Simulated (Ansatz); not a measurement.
Ideal-gas functions of CF, SMILES `[C]F` radical at 400 K and 1 bar, from an Ansatz frequency run at PBE0-D4/def2-TZVP.

Molar mass 31.01 g/mol, point group C∞v (symmetry number 1), electronic degeneracy 4, moments of inertia 11.837 u Å². Harmonic wavenumbers (cm⁻¹, unscaled): 1338.

Use S(trans) = R[1.5 ln M + 2.5 ln T − 1.1517]; rotational temperatures θ = 24.2544 K / I; S(rot) = R[ln(T/σθ) + 1]; for each mode x = 1.438777 ν̃/T, S = R[x/(eˣ − 1) − ln(1 − e⁻ˣ)] and H = RT x/(eˣ − 1); 1 cm⁻¹ = 0.0119627 kJ/mol; R = 8.31446 J/(mol·K).

By hand: the entropy, in J/(mol·K).

Translation 157.8. Rotation: θ = 2.049 K, giving 52.2. Vibration, mode by mode: 0.40, in all 0.4. Electronic 11.5. Sum 221.9 J/(mol·K).

By hand: H − E and G − E in kJ/mol, counted from the electronic energy.

Zero-point energy ½ × 1338 × 0.0119627 = 8.0; thermal vibration 0.1; translation, rotation and pV give 3.5 RT = 11.6. H − E = 19.7 kJ/mol, and G − E = 19.7 − 400 × 221.9/1000 = -69.1 kJ/mol.

Vibration gives 0 % of the entropy; all modes have x over 3 and are hardly excited.
